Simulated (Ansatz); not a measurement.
The input, for Ansatz 0.2.0:

```yaml
crystal:
  periodic: [false, false, false]
  atoms:
    - {symbol: C, position_ang: [0.000000, 0.000000, 0.000000]}
    - {symbol: H, position_ang: [0.000000, 0.000000, 1.135800]}
basis:
  gaussian: {orbitals: aug-cc-pVTZ}
total_charge: -1
magnetization: {spin_polarized: false, initial_magnetization: 2}
correlation: {method: fic_mrcisd_q, electrons: outside_noble_gas, active_space: {window: {electrons: 6, orbitals: 5}, shells: [{species: C, l: s, shell: 2}, {species: C, l: p, shell: 2}, {species: H, l: s, shell: 1}]}}
```

```sh
$ ansatz run in.yaml --threads 5 --pin off --events-out ev --progress --plain --max-ram 130560MiB --backend cuda --devices 0, --max-vram 75GiB
```

The program prints:

```
754 factors; integrals over basis functions are off by at most 1.4e-7 eV
mean field evaluation 1: about -1033.5239 eV, gradient 3.1e1 eV
mean field evaluation 2: about -1033.5682 eV, gradient 3.1e1 eV
mean field evaluation 4: about -1040.2186 eV, gradient 7.4e0 eV
mean field evaluation 8: about -1040.7788 eV, gradient 6.9e-1 eV
mean field evaluation 16: about -1040.7906 eV, gradient 3.0e-6 eV
mean field evaluation 32: about -1041.9713 eV, gradient 1.4e-6 eV
mean field evaluation 64: about -1041.9297 eV, gradient 5.8e-1 eV
mean field -1041.97126831 eV, -38.2917378370 hartree, gradient 8.9e-7 eV, S^2 2.000000; 5 other end points of the search recorded, 0 dependent functions left out
reference -1041.97126831 eV, -38.2917378370 hartree; 5, 3 occupied and 64, 66 virtual orbitals, 754 factors
state -1042.52710780 eV, -38.3121645614 hartree
contracted CI cycle   1: correlation 0.00000000 eV, 0.0000000000 hartree, residual 1.73e1 eV
contracted CI cycle   2: correlation -3.46968797 eV, -0.1275086810 hartree, residual 3.32e0 eV
contracted CI cycle   3: correlation -3.61366241 eV, -0.1327996443 hartree, residual 8.68e-1 eV
contracted CI cycle   4: correlation -3.62726327 eV, -0.1332994665 hartree, residual 2.97e-1 eV
contracted CI cycle   5: correlation -3.62888602 eV, -0.1333591016 hartree, residual 1.09e-1 eV
contracted CI cycle   6: correlation -3.62907346 eV, -0.1333659897 hartree, residual 3.34e-2 eV
contracted CI cycle   7: correlation -3.62909232 eV, -0.1333666830 hartree, residual 1.07e-2 eV
contracted CI cycle   8: correlation -3.62909436 eV, -0.1333667580 hartree, residual 3.58e-3 eV
contracted CI cycle   9: correlation -3.62909458 eV, -0.1333667660 hartree, residual 1.30e-3 eV
contracted CI cycle  10: correlation -3.62909461 eV, -0.1333667671 hartree, residual 4.78e-4 eV
state -1042.52710780 eV, -38.3121645614 hartree; corrected -1046.40621906 eV, -38.4547192708 hartree
Total energy: -1046.40621906 eV, -38.4547192708 hartree
Checks for a lower state left out: starts, orbital_swaps
```

Natural occupations: 1.9962 1.9765 1.0000 1.0000 0.0273.

For the same geometry and basis UCCSDT(Q) lies 46.3 meV lower.

Ran on 5 threads of AMD EPYC 7R13 with a whole H100 80 GB, shared host: 1.6 s wall, 0.81 GiB peak host memory.
